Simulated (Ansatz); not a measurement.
Species, as SMILES: [NH+]#[C-] (C-NH).
Atoms: C1, N2, H3. Bonds: C1-N2, N2-H3.

Basis-set convergence of the optimised N2-H3 bond length at HF with Ansatz (a quantum-chemistry and plane-wave program). Cartesian d functions, on some or all atoms, in 6-31G*, 6-31+G*; all else is spherical. The program fits the integrals of some runs and decomposes those of others, by size. No added dispersion term, no relativity. Reference: the value in aug-pcseg-3, 0.9814 Å, itself unsure by roughly 0.0002 Å (its mean distance from aug-cc-pVQZ, def2-QZVPPD, pcseg-3). Deviations are taken from unrounded values.

```csv
basis,functions,optimised N2-H3 bond length (Å)
6-31G*,32,0.9852
6-31+G*,40,0.9869
cc-pVDZ,33,0.9895
aug-cc-pVDZ,55,0.9880
def2-SVP,33,0.9903
def2-SVPD,48,0.9882
pcseg-1,33,0.9880
aug-pcseg-1,55,0.9859
6-311G**,42,0.9845
6-311+G**,50,0.9852
def2-TZVP,68,0.9827
def2-TZVPD,83,0.9829
cc-pVTZ,74,0.9817
aug-cc-pVTZ,115,0.9822
pcseg-2,74,0.9818
aug-pcseg-2,115,0.9818
def2-TZVPP,76,0.9821
def2-TZVPPD,91,0.9821
cc-pVQZ,140,0.9816
aug-cc-pVQZ,206,0.9818
def2-QZVPP,144,0.9817
def2-QZVPPD,159,0.9817
pcseg-3,153,0.9814
aug-pcseg-3,219,0.9814
```

What the diffuse functions change, pair by pair:
- 6-31G* to 6-31+G*: 8 more functions, deviation 0.0038 to 0.0055 Å
- cc-pVDZ to aug-cc-pVDZ: 22 more functions, deviation 0.0081 to 0.0066 Å
- def2-SVP to def2-SVPD: 15 more functions, deviation 0.0089 to 0.0067 Å
- pcseg-1 to aug-pcseg-1: 22 more functions, deviation 0.0066 to 0.0045 Å
- 6-311G** to 6-311+G**: 8 more functions, deviation 0.0030 to 0.0038 Å
- def2-TZVP to def2-TZVPD: 15 more functions, deviation 0.0013 to 0.0015 Å
- cc-pVTZ to aug-cc-pVTZ: 41 more functions, deviation 0.0003 to 0.0008 Å
- pcseg-2 to aug-pcseg-2: 41 more functions, deviation 0.0004 to 0.0004 Å
- def2-TZVPP to def2-TZVPPD: 15 more functions, deviation 0.0007 to 0.0007 Å
- cc-pVQZ to aug-cc-pVQZ: 66 more functions, deviation 0.0002 to 0.0004 Å
- def2-QZVPP to def2-QZVPPD: 15 more functions, deviation 0.0003 to 0.0003 Å
- pcseg-3 to aug-pcseg-3: 66 more functions, deviation 0.0000 to 0.0000 Å

Leaving out the reference's own pair, they bring the value nearer the reference by more than 0.0002 Å in 3 of 11 pairs.
